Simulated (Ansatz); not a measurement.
# CHSi (quartet): wave-function methods side by side at distance Si1–C2 = 4.186 Å, 6-31G

Aim: climb from Hartree-Fock through coupled cluster and multireference methods for CHSi (quartet) at one geometry and basis, and see what each rung misses.

The runs use Ansatz 0.2.0, Gaussian basis; 6-31G, core rule «outside noble gas», up to 6 orbitals frozen.

To be run: UHF; CCSD(T) on ROHF; CCSD(T) on UHF; BCCD(T) on ROHF; CISD; CCSDT(Q) on ROHF; CCSDT(Q) on UHF; CCSDTQ on ROHF; CCSDTQ on UHF; CASSCF and MRCISD+Q, 5 electrons in 5 orbitals; CASSCF and NEVPT2, 5 electrons in 5 orbitals; CASSCF and MRCISD+Q, 9 electrons in 9 orbitals; CASSCF and NEVPT2, 9 electrons in 9 orbitals; Full CI.

4 further runs of the same task are left out: 4 that didn't finish.

## (1) The geometry

The geometry derives from a PBE0/def2-TZVP stationary point (not a proven minimum). One bond is set to the value named and the two fragments are kept rigid.

3 atoms, charge 0, spin multiplicity 4.

Atoms are counted from 1 here; the program's logs count them from 0.

Bond lengths: C2–H3 1.096 Å.

## (2) UHF

in.yaml

```yaml
crystal:
  periodic: [false, false, false]
  atoms:
    - {symbol: Si, position_ang: [0.000000, -0.009218, 3.052054]}
    - {symbol: C, position_ang: [0.000000, -0.362177, -1.119039]}
    - {symbol: H, position_ang: [0.000000, 0.371395, -1.933016]}
basis:
  gaussian: {orbitals: 6-31G}
magnetization: {spin_polarized: true, initial_magnetization: 3}
hamiltonian: {xc: hf}
output: {orbitals: {seedname: orbitals}}
```

Launch:

```console
ansatz run in.yaml --threads 1 --pin off --events-out ev --progress --plain --max-ram 2560MiB --backend cpu
```

After this run come: CCSD(T) on ROHF; CCSD(T) on UHF; BCCD(T) on ROHF; CISD; CCSDT(Q) on ROHF; CCSDT(Q) on UHF; CCSDTQ on ROHF; CCSDTQ on UHF; CASSCF and MRCISD+Q, 5 electrons in 5 orbitals; CASSCF and NEVPT2, 5 electrons in 5 orbitals; CASSCF and MRCISD+Q, 9 electrons in 9 orbitals; CASSCF and NEVPT2, 9 electrons in 9 orbitals; Full CI.

Q: Predict the results of all the runs planned. Wanted: FCI below the RHF energy; RMP2 from FCI; UMP2 from FCI; RCCSD from FCI; RCCSD(T) from FCI; UCCSD(T) from FCI; RCCSDT(Q) from FCI; UCCSDT(Q) from FCI; MRCISD+Q pair from FCI.

**Answer**, as computed:

| quantity | value |
| --- | --- |
| FCI below the RHF energy | -2.4438 eV |
| RMP2 from FCI | +78.0 kJ/mol |
| UMP2 from FCI | +81.8 kJ/mol |
| RCCSD from FCI | +3.9 kJ/mol |
| RCCSD(T) from FCI | +1.5 kJ/mol |
| UCCSD(T) from FCI | +1.8 kJ/mol |
| RCCSDT(Q) from FCI | +0.3 kJ/mol |
| UCCSDT(Q) from FCI | +0.3 kJ/mol |
| MRCISD+Q pair from FCI | -1.1 kJ/mol |
| NEVPT2 valence from FCI | +33.6 kJ/mol |
| MRCISD+Q valence from FCI | +0.6 kJ/mol |
| levels within 1 kcal/mol (43 meV) | RCCSD, UCCSD, RCCSD(T), UCCSD(T), BCCD(T), RCCSDT, UCCSDT, RCCSDT(Q), UCCSDT(Q), RCCSDTQ, UCCSDTQ, MRCISD+Q pair, MRCISD valence, MRCISD+Q valence |
| T1 diagnostic | 0.010 |
| effectively unpaired electrons | 3.13 |

RCCSD(T) lands +1.5 kJ/mol from the yardstick (0.6 % of the correlation energy). MRCISD+Q pair falls below full CI: the +Q correction isn't variational, and the cores differ from full CI's. One determinant dominates. Of the multireference levels listed MRCISD+Q valence comes nearest in total energy (+0.6 kJ/mol), which doesn't show that its space is the better one. These misses are within one basis, not against nature; the frozen cores of restricted and unrestricted runs differ, which can shift their rows.
